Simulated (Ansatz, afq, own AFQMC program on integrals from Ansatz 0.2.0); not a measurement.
Al, doublet in def2-TZVPP, levels against full CI

A free Al atom.

Basis def2-TZVPP. Noble-gas cores (and the filled d shells of Ga–Kr and In–Xe) are frozen. AFQMC by an in-house program on the Cholesky factors that Ansatz 0.2.0 writes for its CCSD(T) run. ph-AFQMC/CISD is guided by a CISD state made of CCSD amplitudes; releasing the constraint for a short imaginary time cuts its bias at the price of noise, slowly where states lie close. Free AFQMC starts from the CCSD state and is never constrained. Its projection time is finite, and what remains of the start isn't in its error. ± is one standard error of the sampling.

Determinant: UHF, the one that the program's search chose, which needn't be the lowest solution.

Full CI on the same integrals is exact in this basis and with this determinant's frozen core.

The T1 diagnostic is 0.0179, the weight of the determinant in the CISD state is 0.931 and the ⟨S²⟩ of the determinant is 0.770. The size of the correlated space is 3 electrons in 37 orbitals.

| level | correlation energy (eV) |
| --- | --- |
| MP2 | -0.9686 |
| CCSD | -1.3814 |
| CCSD(T) | -1.4124 |

Task: Estimate where phaseless AFQMC with the Hartree–Fock trial lies against CCSD(T) on the same integrals.

Result: 2.33 ± 0.32 mEh above CCSD(T).

Reference: full CI, correlation energy -1.425 eV. The released energy is read at 1.50 1/Eh (meV from the phaseless value at times in 1/Eh: -0.9 ± 0.5 at 0.24, -1.2 ± 0.5 at 0.50, 1 ± 3 at 1.00, -2.5 ± 0.4 at 1.50).

```tsv
level	E − E(reference) (mEh)	share of correlation (%)
CCSD(T)	0.48	99.09
ph-AFQMC/HF	2.81 ± 0.32	94.64
ph-AFQMC/CISD	0.13 ± 0.03	99.76
released AFQMC	0.03 ± 0.02	99.93
free AFQMC	0.01 ± 0.009	99.98
```

Free projections are given only where their last times agree within the noise and don't stop above the reference; a slow remainder of the start can still hide under it. A walk keeps the symmetry of its determinant, which the program's search chose and which needn't be the lowest solution, so a lower state of the same spin and another symmetry isn't excluded. Released energies are given only where the last usable release times agree within the noise; a slower fall can still hide under it.
